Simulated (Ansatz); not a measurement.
```xyz
13

C    -1.257    1.510    1.046
C    -0.016    1.091    1.250
O     0.632    0.066    0.638
C     0.041   -0.498   -0.481
C     1.044   -1.375   -1.168
F    -1.043   -1.265   -0.097
H    -1.610    2.366    1.605
H    -1.947    1.025    0.369
H     0.642    1.561    1.972
H    -0.358    0.293   -1.128
H     0.581   -1.861   -2.027
H     1.890   -0.777   -1.508
H     1.400   -2.136   -0.473
```

Charge 0, multiplicity 1.

Task: List the PBE/def2-TZVPP orbital energies in eV (Ansatz). (Best estimate.)

Result: Computed: Occupied: -659.78, -511.49, -272.42, -270.45, -269.02, -268.59, -30.21, -27.09, -19.70, -18.34, -16.36, -14.54, -13.18, -12.74, -12.01, -10.96, -10.09, -9.90, -9.55, -9.54, -9.07, -8.30, -7.80, -5.90. Lowest empty: -0.50, 0.77, 1.36, 1.42, 1.92, 2.21, 2.34, 2.57.
